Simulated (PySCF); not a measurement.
Compound: C2F3N.
Cartesian coordinates in Å at the PBE0-D3(BJ)/def2-TZVP level; atoms count from 1:
```
atom  x, y, z in Å
N1     2.1650    0.1654   -0.1344
C2     1.0243    0.0761   -0.0686
C3    -0.4501   -0.0406    0.0191
F4    -1.0268    0.9936   -0.5767
F5    -0.8309   -0.0683    1.2892
F6    -0.8570   -1.1556   -0.5731
```

Computed with TDDFT CAM-B3LYP/aug-cc-pVTZ, vertical, gas phase, core orbitals frozen in the response in PySCF. Isolated species at its PBE0-D3(BJ)/def2-TZVP geometry, gas phase.

Computed states:

```json
{"state": "S1", "E (eV)": "7.55", "f": "0.0000"}
{"state": "S2", "E (eV)": "7.89", "f": "0.0001"}
{"state": "S3", "E (eV)": "7.89", "f": "0.0001"}
{"state": "S4", "E (eV)": "9.04", "f": "0.012"}
{"state": "S5", "E (eV)": "9.04", "f": "0.012"}
{"state": "S6", "E (eV)": "9.98", "f": "0.063"}
{"state": "S7", "E (eV)": "9.99", "f": "0.063"}
{"state": "S8", "E (eV)": "10.64", "f": "0.022"}
{"state": "S9", "E (eV)": "11.15", "f": "0.0034"}
{"state": "S10", "E (eV)": "11.15", "f": "0.0033"}
```

Broadening: Gaussians 0.4 eV wide at half height, area fixed by f = 4.319×10⁻⁹ ∫ε dν̃. The width is an assumption, not a result. The curve ends short of the highest state used, and states not computed would add to its high-energy end.

(1) What does the envelope look like, and where are its maxima?

(2) Coming from long wavelengths, where does ε first pass 100 L mol⁻¹ cm⁻¹?

Answers

(1) 
(λ (nm), ε (L mol⁻¹ cm⁻¹)): (117.5, 1332), (119.3, 978), (121.0, 2686), (122.8, 6832), (124.5, 8347), (126.2, 5395), (128.0, 1795), (129.7, 379), (131.5, 160), (133.2, 478), (134.9, 1112), (136.7, 1623), (138.4, 1468), (140.2, 843), (141.9, 337), (143.6, 95), (145.4, 17), (147.1, 3), (148.9, 1), (150.6, 1), (152.4, 4), (154.1, 7), (155.8, 9), (157.6, 10), (159.3, 8), (161.1, 5), (162.8, 3), (164.5, 1), (166.3, 0), (168.0, 0), (169.8, 0), (171.5, 0), (173.2, 0), (175.0, 0), (176.7, 0), (178.5, 0)

Maxima: 157 nm (7.89 eV), ε about 10, made up of S2 (53%) and S3 (47%); 137 nm (9.04 eV), ε about 1600, made up of S4 (50%) and S5 (50%); 124 nm (9.98 eV), ε about 8500, made up of S6 (50%) and S7 (50%) (ε in L mol⁻¹ cm⁻¹; maxima over ε = 5, shares over 10%). At its high-energy end, 10.55 eV, the curve is still rising (ε about 1300, from S8).

(2) At about 144 nm (8.64 eV), 1.09 eV above S1.

Hardware: Arm Neoverse V1, one thread, shared host. Cost: 39 s, 1.0 GiB resident at most.
